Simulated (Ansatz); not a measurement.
Antiferromagnetic (type II) rock-salt NiO was calculated with PBEsol (Ansatz, an electronic-structure program, PAW).

Settings: plane-wave cutoff 520 eV, 14×14×14 k mesh, Fermi–Dirac smearing 0.01 eV, spin-polarised with opposed moments, scalar-relativistic PAW data made under PBE.

Cell (measured lattice):

```
CELL_PARAMETERS angstrom
      4.17000     2.08500     2.08500
      2.08500     4.17000     2.08500
      2.08500     2.08500     4.17000
ATOMIC_POSITIONS crystal
  Ni 0.00000 0.00000 0.00000
  Ni 0.50000 0.50000 0.50000
  O  0.25000 0.25000 0.25000
  O  0.75000 0.75000 0.75000
```
Starting moments (μB, in the order of the record's atoms Ni Ni O O): 2.0 -2.0 0.0 0.0.

Problem. Give the computed band gap, smallest direct gap on the k points sampled, Γ–Γ gap and magnetic moment (largest site, within a sphere).

Solution. 
- band gap: 0.72 eV (indirect)
- smallest direct gap on the k points sampled: 0.90 eV
- Γ–Γ gap: 2.23 eV
- magnetic moment (largest site, within a sphere): 1.31 μB

Note: cell and atoms aren't relaxed at this level (pressure -7.5 GPa); without U or exact exchange, gaps and moments of open d shells tend to come out too small.

Moments are spin moments.

Computed values are for the static lattice.
